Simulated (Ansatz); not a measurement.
**CH2F+ (triplet): from Hartree-Fock to the top rungs, cc-pVTZ**

Aim: climb from Hartree-Fock through coupled cluster for CH2F+ (triplet) at one geometry and basis, and see what each rung misses.

The runs use Ansatz 0.2.0, Gaussian basis; cc-pVTZ, core rule «outside noble gas», up to 2 orbitals frozen.

Plan: UHF; CCSD(T) on ROHF; CCSD(T) on UHF; BCCD(T) on ROHF; CCSDT(Q) on ROHF; CCSDT(Q) on UHF.

10 further runs of the same task are left out: 6 for a known fault of the program, 4 set aside as unsound or not needed.

**1. The system**

The geometry is a PBE0/def2-TZVP stationary point (not a proven minimum) of the parent state, kept for this charge and spin.

4 atoms, charge 1, spin multiplicity 3.

Atoms are counted from 1 here; the program's logs count them from 0.

Bond lengths: C1–F2 1.329 Å, C1–H3 1.079 Å, C1–H4 1.079 Å. Angles: F2–C1–H3 116.3°, F2–C1–H4 116.3°, H3–C1–H4 127.5°.

**2. UHF**

The input, in.yaml:

```yaml
crystal:
  periodic: [false, false, false]
  atoms:
    - {symbol: C, position_ang: [0.000000, 0.000000, 0.735382]}
    - {symbol: F, position_ang: [0.000000, 0.000000, -0.593604]}
    - {symbol: H, position_ang: [0.000000, 0.967665, 1.212911]}
    - {symbol: H, position_ang: [0.000000, -0.967666, 1.212911]}
basis:
  gaussian: {orbitals: cc-pVTZ}
total_charge: 1
magnetization: {spin_polarized: true, initial_magnetization: 2}
hamiltonian: {xc: hf}
output: {orbitals: {seedname: orbitals}}
```

The run is started by

```sh
$ ansatz run in.yaml --threads 1 --pin off --events-out ev --progress --plain --max-ram 4096MiB --backend cpu
```

Further steps of the session: CCSD(T) on ROHF; CCSD(T) on UHF; BCCD(T) on ROHF; CCSDT(Q) on ROHF; CCSDT(Q) on UHF.

Before running them: what should the planned runs give, taken together? Wanted: UCCSDT(Q) below the RHF energy; RMP2 from UCCSDT(Q); UMP2 from UCCSDT(Q); RCCSD from UCCSDT(Q); RCCSD(T) from UCCSDT(Q); UCCSD(T) from UCCSDT(Q); RCCSDT(Q) from UCCSDT(Q); T1 diagnostic.

**Answer**, as computed:

| quantity | value |
| --- | --- |
| UCCSDT(Q) below the RHF energy | -11.1308 eV |
| RMP2 from UCCSDT(Q) | +1517.6 meV |
| UMP2 from UCCSDT(Q) | +1537.1 meV |
| RCCSD from UCCSDT(Q) | +437.5 meV |
| RCCSD(T) from UCCSDT(Q) | +77.5 meV |
| UCCSD(T) from UCCSDT(Q) | +76.5 meV |
| RCCSDT(Q) from UCCSDT(Q) | +3.0 meV |
| levels within 1 kcal/mol (43 meV) | RCCSDT, UCCSDT, RCCSDT(Q) |
| T1 diagnostic | 0.075 |

In words: RCCSD(T) misses by +77.5 meV, 0.7 % of the correlation energy. These misses are within one basis, not against nature; the frozen cores of restricted and unrestricted runs differ, which can shift their rows.
